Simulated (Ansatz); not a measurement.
The first iterations of a band of AlH7NP (10 atoms, charge 0, multiplicity 1).

Method: RKS r2SCAN/def2-SVP (Ansatz 0.2.0).

| Property | Result |
| --- | --- |
| movable images | 5 |
| climbing image | yes |
| spring | 5.0 eV/Å² |
| optimiser | quadratic models (default) |
| start path | straight line |
| force threshold | 0.05 eV/Å |
| iteration limit | 60 |
| end points | relaxed |

Image 0:

```xyz
10
Properties=species:S:1:pos:R:3
Al -0.127 0.023 0.427
N 0.319 -0.874 1.914
H -0.328 -1.387 2.504
H 1.266 -1.008 2.255
H 1.070 0.470 -0.537
H -1.620 -0.172 -0.116
P -0.606 2.500 1.209
H -1.015 3.458 0.242
H 0.416 3.278 1.817
H -1.624 2.759 2.166
```

Image 6:

```xyz
10
Properties=species:S:1:pos:R:3
Al -0.183 0.318 0.273
N -0.483 0.288 2.323
H -0.687 -0.656 2.663
H 0.339 0.620 2.834
H 1.091 -0.650 0.187
H -1.612 -0.225 -0.204
P 0.245 2.600 -0.214
H -0.865 3.091 0.551
H 1.174 2.779 0.864
H -1.268 0.883 2.603
```

| iteration | highest image above the first end (eV) | largest band force component (eV/Å) |
| --- | --- | --- |
| 1 | 11.018 | 33.240 |
| 2 | 3.289 | 9.445 |
| 3 | 1.607 | 8.470 |
| 4 | 0.832 | 2.531 |
| 5 | 0.673 | 1.795 |

Problem. Does the band converge within its limit, and where does its top end?

Solution. It converged. It ended after 16 iterations with the highest image 0.718 eV above the first end. Another band between the same ends (5 images) ends at a top of the same energy, where a vibrational analysis finds 1 clearly imaginary mode. The orbitals stay closed-shell, which can raise the energy where a bond breaks towards radicals; this wasn't checked here.

Time of the run: 3.1 min on 2 threads of Arm Neoverse V2, with other jobs on the host, peak memory 0.14 GiB.
